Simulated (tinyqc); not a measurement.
Inside a calculation. Method: geometry optimisation on the RHF/sto-3g surface (energies and gradients from PySCF), for CH3+, spin multiplicity 1. One step of it, computed by the program tinyqc.

Question. Step 3: move. Quasi-Newton step p = -H^(-1) g (the inverse Hessian comes from BFGS updates; coordinates in the order x, y, z of each atom); steps longer than 0.3 bohr are cut back.

positions after step 2 (bohr):
```
            x          y          z
1C   0.093078  -0.004352   0.156585
2H   2.173593  -0.135316   0.136623
3H  -0.899127   1.825499   0.102229
4H  -1.008495  -1.797325  -0.094971
```

gradient (hartree/bohr):
```
              x            y            z
1C   0.00755207   0.01887614   0.02029304
2H  -0.01517730  -0.00282915  -0.00693405
3H   0.00602477  -0.01507097  -0.00655269
4H   0.00160046  -0.00097601  -0.00680630
```

inverse Hessian in use (bohr^2/hartree), lower triangle:
```
            1          2          3          4          5          6          7          8
1    0.979413
2   -0.052298   0.868089
3    0.039826   0.086753   1.165411
4   -0.014377  -0.021168  -0.217665   1.244856
5   -0.004015  -0.008724  -0.017600   0.022602   1.001883
6   -0.016331  -0.035821  -0.063072   0.084740   0.006706   1.024020
7   -0.002562  -0.011625   0.085434  -0.086046  -0.008798  -0.033585   1.027606
8    0.002626   0.018084  -0.186708   0.190868   0.019290   0.073241  -0.062205   1.139884
9   -0.016602  -0.036718  -0.059202   0.081078   0.006307   0.022495  -0.032471   0.070700
10   0.037526   0.085091   0.092406  -0.144433  -0.009788  -0.034824   0.061002  -0.131289
11   0.053687   0.122550   0.117555  -0.192301  -0.012450  -0.044126   0.082628  -0.177259
12  -0.006894  -0.014215  -0.043137   0.051848   0.004587   0.016557  -0.019378   0.042768

            9         10         11        12
9    1.021014
10  -0.032005   1.045905
11  -0.040289   0.055986   1.067159
12   0.015693  -0.025576  -0.033140  1.010887
```

Give: positions after step 3.

Answer.

positions after step 3 (bohr):
```
          x        y        z
1C   0.0854  -0.0227   0.1232
2H   2.2024  -0.1311   0.1487
3H  -0.9097   1.8507   0.1137
4H  -1.0191  -1.8084  -0.0851
```
